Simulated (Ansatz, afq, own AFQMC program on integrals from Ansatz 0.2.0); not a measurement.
## BSi, doublet in 6-31G, levels against full CI

```xyz
2

Si    0.0000    0.0000    0.0000
B     0.0000    0.0000    1.5240
```

Basis 6-31G. Only valence electrons are correlated. AFQMC by an in-house program on the Cholesky factors that Ansatz 0.2.0 writes for its CCSD(T) run. The CISD trial takes its coefficients from CCSD amplitudes. Released means that phaseless walkers are propagated on without the constraint, phases kept. ± is one standard error of the sampling.

Determinant: UHF, the one that the program's search chose, which needn't be the lowest solution. The geometry is a point of a scan.

Full CI on the same integrals is exact in this basis and with this determinant's frozen core.

Cautions: an unrestricted solution with more broken spin lies lower (33 meV, ⟨S²⟩ 1.89); strong correlation (T1 0.113, weight of the determinant 0.70, largest double 0.20); unrestricted determinant spin contaminated (⟨S²⟩ 1.74 against 0.75); CCSD(T) is in doubt: in a space of 7 electrons in 8 natural orbitals full CI lies 156 meV below it; the released energies are still falling, so no released level is given (meV from the phaseless value at times in 1/Eh: -6 ± 6 at 0.24, -18 ± 9 at 0.51, -41 ± 3 at 0.99, -57 ± 4 at 1.62, -8 ± 55 at 2.40).

* T1 diagnostic: 0.1129
* weight of the determinant in the CISD state: 0.699
* ⟨S²⟩ of the determinant: 1.736
* size of the correlated space: 7 electrons in 16 orbitals

```csv
level,correlation energy (eV)
MP2,-1.7600
CCSD,-2.7481
CCSD(T),-2.8905
```

**Question.** Estimate where full CI lies against CCSD(T) on the same integrals.

**Answer.** 6.65 mEh below CCSD(T).

Reference: full CI, correlation energy -3.071 eV. The cautions show a poor starting determinant, so the rows tell how each method copes with it here, and full CI is the sure value.

```json
{"level": "CCSD(T)", "E − E(reference) (mEh)": "6.65", "share of correlation (%)": "94.11"}
{"level": "CCSDT", "E − E(reference) (mEh)": "1.64", "share of correlation (%)": "98.55"}
{"level": "CCSDT(Q)", "E − E(reference) (mEh)": "0.18", "share of correlation (%)": "99.84"}
{"level": "CCSDTQ", "E − E(reference) (mEh)": "0.21", "share of correlation (%)": "99.81"}
{"level": "ph-AFQMC/HF", "E − E(reference) (mEh)": "7.02 ± 0.75", "share of correlation (%)": "93.78"}
{"level": "ph-AFQMC/CISD", "E − E(reference) (mEh)": "3.37 ± 0.16", "share of correlation (%)": "97.02"}
```

CCSDT and higher add their correlation energy to the determinant of the CCSD(T) run, since their own runs factorise the integrals more tightly (a shift of under 2 meV). A walk keeps the symmetry of its determinant, which the program's search chose and which needn't be the lowest solution, so a lower state of the same spin and another symmetry isn't excluded.
